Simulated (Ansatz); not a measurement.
## A cut through the energy surface

SiH$_{3}$OF (SMILES O[SiH2]F), closed shell, at its PBE0-D4/def2-TZVP minimum:

```
6
angstrom
O -0.8535 -0.2092 -0.9241
Si 0.3783 -0.0093 0.1239
F 0.1808 -0.9228 1.4178
H -1.7142 0.1502 -0.7056
H 1.5956 -0.4585 -0.5758
H 0.4551 1.3856 0.6176
```

The dihedral angle H4–O1–Si2–F3 (71.8° at the minimum) is set to the values below, the two halves turning rigidly about the central bond. Each method's energies count from its own value at the PBE0-D4 minimum structure. Computed with Ansatz 0.2.0 (basis: def2-TZVPP); correlated methods freeze the cores. B3LYP uses VWN-RPA correlation.

CCSD(T) energies along the scan:
```tsv
dihedral angle (°)	CCSD(T) (eV)
-176.7	0.1219
-136.7	0.0837
-96.7	0.0385
-56.7	0.0452
-16.7	0.0733
23.3	0.0467
63.3	0.0020
103.3	0.0258
143.3	0.0951
```
They count from the CCSD(T) energy at the PBE0-D4 minimum.

Largest difference from the CCSD(T) curve over the scan: r2SCAN-D4 0.0054; PBE0-D4 0.0047; B3LYP-D4 0.0056; MP2 0.0015 eV. Each curve counts from its own value at the minimum.

T1 diagnostic: at most 0.012.

For scale, one of the runs: CCSD(T)/def2-TZVPP, 146 basis functions (an equivalent command: `ansatz run in.yaml --threads 2`). Time: 20 s of wall clock on 2 CPU threads; the host was shared. Peak host memory: 0.92 GiB.
